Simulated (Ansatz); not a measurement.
Si₃H₅, relaxed as a doublet with UKS PBE0-D4/def2-TZVP in Ansatz, starting from the GFN1-xTB geometry. Force threshold 0.02 eV/Å.

The charge 0 doublet is spin-contaminated (final ⟨S²⟩ up to 0.87, 0.75 for a pure state). The relaxation made no stability test and no search for a lower SCF solution. Another isomer (doublet) lies 0.53 eV lower at PBE0-D4/def2-TZVP; other spin states weren't run for this one.

Start:

Cartesian coordinates in Å:
```
Si -1.7372 -0.6519 0.1394
Si 1.3507 1.2539 -0.5185
Si 0.5287 -0.7569 0.1547
H -2.4197 0.0205 1.2597
H 2.8217 1.3021 -0.6295
H 0.7160 -1.5675 -1.0840
H 1.1988 2.3346 0.4757
H -2.4590 -1.9348 0.2025
```

Problem. Estimate the energy that the relaxation releases and the steps that it takes.

Solution. 0.38 eV, in 7 steps; 10 s on 4 threads of AMD EPYC 7B13 on a shared host. The force fell under the threshold at step 5, but the optimiser went on. No frequencies were taken in this run, so the end may be a saddle point.

Problem. Does the start keep its bonding?

Solution. By distances, no bond broke or formed. The bond that changes most is Si2–Si3, from 2.27 to 2.22 Å (atoms count from 1).

Problem. Predict the relaxed structure.

Solution. 
| atom | x (Å) | y (Å) | z (Å) |
| --- | --- | --- | --- |
| Si1 | -1.813 | -0.712 | 0.197 |
| Si2 | 1.415 | 1.293 | -0.390 |
| Si3 | 0.379 | -0.664 | -0.183 |
| H4 | -2.331 | 0.244 | 1.210 |
| H5 | 2.880 | 1.253 | -0.637 |
| H6 | 0.856 | -1.707 | -1.131 |
| H7 | 1.055 | 2.345 | 0.597 |
| H8 | -2.441 | -2.052 | 0.336 |
Bond lengths: 2 × Si–Si 2.22 Å; 5 × H–Si 1.49 Å.
